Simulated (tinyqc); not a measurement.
Stretching all distances: RHF, UHF, MP2, CISD and CCSD against full CI in the sto-3g basis, for H2O, spin multiplicity 1. Computed by the program tinyqc with PySCF. All coordinates are multiplied by the scale. c0^2 is the weight of the RHF determinant in the lowest singlet FCI state (UHF is spin-contaminated and may lie near states of higher spin) and n(LUMO) the first natural occupation beyond the occupied space.

Geometry (angstrom):
```
atom       x        y       z
O     0.0000   0.0000  0.0000
H     0.0000   0.6860  0.5910
H     0.0000  -0.6890  0.5930
```

Full CI energy (hartree) and errors against it (kcal/mol):
```
scale   distance 1-2 (angstrom)      E(FCI)       RHF      UHF      MP2     CISD     CCSD  <S^2> UHF    c0^2  n(LUMO)
0.9700                   0.8783  -74.973721   26.0134  26.0134   6.8903   0.2757   0.0499     0.0000  0.9806   0.0204
1.1700                   1.0594  -75.021351   41.0883  41.0883  12.1484   0.8812   0.1101     0.0000  0.9588   0.0419
1.3600                   1.2314  -74.976783   61.4834  61.4834  19.5370   2.4735   0.2592     0.0000  0.9203   0.0816
1.5600                   1.4125  -74.907253   90.1207  68.7641  29.9318   6.3232   0.5321     0.9178  0.8536   0.1557
1.7600                   1.5936  -74.843264  126.3119  49.2786  42.5753  13.6258   0.5120     1.4688  0.7553   0.2699
1.9600                   1.7747  -74.795794  169.1606  28.4199  55.9792  24.6203  -1.5233     1.7374  0.6306   0.4205
2.1500                   1.9468  -74.767705  213.1488  14.7703  67.8747  36.5717  -7.0742     1.8661  0.5016   0.5735
```

What does the comparison show, and why?

UHF parts from RHF first at scale 1.56 of those listed, where <S^2> leaves zero. The weight c0^2 goes from 0.98 to 0.50 and n(LUMO) from 0.02 to 0.57: static correlation grows as the bonds break into open-shell fragments. The spread of the error along the curve, which distorts its shape, is CCSD 7.6, CISD 36.3, UHF 54.0, MP2 61.0, RHF 187.1 kcal/mol. Below FCI somewhere: CCSD, as non-variational methods may be.
